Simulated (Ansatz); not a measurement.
# SiH3 (silyl radical): entropy by statistical mechanics

A doublet with charge 0, relaxed at UHF/cc-pVTZ (Ansatz 0.2.0):

```xyz
4

Si    0.3008   -0.0275   -0.1679
H     0.5517    0.6604    1.1168
H    -0.2254   -1.3904    0.0614
H    -0.6271    0.7576   -1.0103
```

Harmonic wavenumbers in cm⁻¹: 881, 1007, 1007, 2299, 2316, 2316.

Masses in u: Si 28.085, H 1.008. Take T = 298.15 K, p = 1 bar, R = 8.3145 J/(mol K), kT/hc = 207.22 cm⁻¹, rigid rotor and harmonic oscillator.

Task: Compute the standard molar entropy.

Result: 
1. Translation (Sackur–Tetrode): S = R[3/2 ln M + 5/2 ln T − 1.1517] with M = 31.109 gives 151.7 J/(mol K).
2. Rotation: principal moments 3.565, 3.565, 5.971 u Å² give A, B, C = 4.7286, 4.7283, 2.8232 cm⁻¹; the symmetry number is σ = 3; q = (√π/σ)√((kT/hc)³/ABC) = 222; S = R(ln q + 3/2) = 57.4.
3. Vibration: with u = ν̃/207.22, each mode gives R[u/(eᵘ − 1) − ln(1 − e⁻ᵘ)]; the sum is 1.4, most from 881 cm⁻¹ (0.6), 1007 cm⁻¹ (0.4), 1007 cm⁻¹ (0.4).
4. Spin: R ln 2 = 5.8.
5. Sum: 151.7 + 57.4 + 1.4 + 5.8 = 216.3 J/(mol K).

No measured value is set beside it here. Any orbital degeneracy of the open shell is left out.
